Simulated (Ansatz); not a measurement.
Geometry optimisation, RKS r2SCAN/6-31G* (Ansatz).

Input:

```yaml
crystal:
  periodic: [false, false, false]
  atoms:
    - { symbol: B, position_ang: [0.0, 0.0, 0.0] }
    - { symbol: C, position_ang: [0.0, 0.0, 1.95] }
    - { symbol: H, position_ang: [-0.9996, -0.3092, 2.3205] }
    - { symbol: H, position_ang: [0.7676, -0.7111, 2.3205] }
    - { symbol: H, position_ang: [0.232, 1.0203, 2.3205] }
    - { symbol: H, position_ang: [1.0305, 0.0, -0.595] }
    - { symbol: H, position_ang: [-1.0305, 0.0, -0.595] }
    - { symbol: "N", position_ang: [-0.2369, -1.7396, 0.5833] }
    - { symbol: H, position_ang: [-0.6522, -2.4652, -0.0683] }
    - { symbol: H, position_ang: [0.0425, -2.0107, 1.5692] }
    - { symbol: H, position_ang: [-0.1566, -1.1499, 1.6165] }
basis:
  gaussian: { orbitals: "6-31G*" }
hamiltonian:
  xc: r2scan
relax:
  f_tol: 0.15
  max_steps: 25
  restrain:
    - { distance: [0, 7], at: 2.75, k: 30.0 }
    - { distance: [10, 1], at: 2.31, k: 30.0 }
    - { distance: [0, 1], at: 1.6, k: 30.0 }
    - { distance: [10, 7], at: 1.06, k: 30.0 }
```

Launched with:

```bash
$ ansatz run input.yaml --threads 1 --pin off --max-ram 2048MiB --backend cpu --events-out ev --progress --plain --runs-dir out
```

**Question.** Where does it end, and by what steps?

**Answer.** The forces met the threshold. The restraints hold the end off the free minimum. After 14 steps the energy has fallen by 6.390 eV (the restraints' own energy left out); H10 moved furthest, 1.38 Å. Parted: C2–H11 (1.21 → 2.32 Å).

```tsv
step	energy less start (eV)	largest force component (eV/Å)	accepted
0	0.0000	5.404	yes
1	-0.8242	6.604	yes
2	-1.1836	6.756	yes
3	-2.4972	5.610	yes
4	-3.9885	4.183	yes
5	-4.8261	7.450	yes
6	-5.9223	2.596	yes
7	-6.2520	1.480	yes
8	-6.3237	0.951	yes
9	-6.3559	0.872	yes
10	-6.3709	0.839	yes
11	-6.3781	0.876	yes
12	-6.3901	0.886	yes
13	-6.3518	1.493	no
14	-6.3898	0.854	yes
```

```xyz
11
Properties=species:S:1:pos:R:3
B 0.125 0.302 0.243
C -0.031 0.380 1.821
H -1.023 0.102 2.202
H 0.750 -0.152 2.380
H 0.095 1.446 2.088
H 1.219 0.258 -0.251
H -0.825 0.487 -0.468
N -0.268 -2.371 0.650
H -1.119 -2.881 0.427
H 0.486 -3.043 0.770
H -0.411 -1.894 1.559
```

Time of the run: 21 s on 1 thread of Intel(R) Xeon(R) 6975P-C (Granite Rapids), on a shared host, peak memory 0.15 GiB.
